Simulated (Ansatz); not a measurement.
C₃H₅FS, SMILES `C=C(F)SC`. Charge 0, multiplicity 1.

```xyz
10

C     2.0604    0.1595   -0.1447
C     0.7795    0.4916   -0.1128
F     0.2557    1.2560   -1.0854
S    -0.3236    0.1113    1.1807
C    -1.7617   -0.4360    0.2401
H     2.4650   -0.4990    0.6091
H     2.7106    0.5564   -0.9136
H    -2.1048    0.3487   -0.4317
H    -2.5401   -0.6421    0.9750
H    -1.5409   -1.3464   -0.3166
```

Q: List the harmonic frequencies (cm⁻¹, unscaled) at PBE0-D4/def2-TZVP in Ansatz. (Best estimate.)

A: The calculation gave: 79, 148, 198, 370, 434, 556, 693, 731, 744, 874, 951, 972, 991, 1206, 1347, 1394, 1458, 1476, 1704, 3068, 3162, 3172, 3189, 3294.

Q: Is this a minimum?

A: Yes, all 24 modes are real.

Q: Give the ideal-gas thermochemistry at 298.15 K and 1 bar (rigid rotor, harmonic oscillator; point group C1, symmetry number 1).

A: Zero-point energy 192.7 kJ/mol; H(298) − E = 211.3 kJ/mol; entropy 328.0 J/(mol·K), of which translation 165.3, rotation 109.9, vibration 52.9; G(298) − E = 113.5 kJ/mol. Modes under 100 cm⁻¹ are hindered rotations or soft bends, so the harmonic entropy is rough.

Q: Rotational constants (cm⁻¹)?

A: 0.2257, 0.1039, 0.07974.
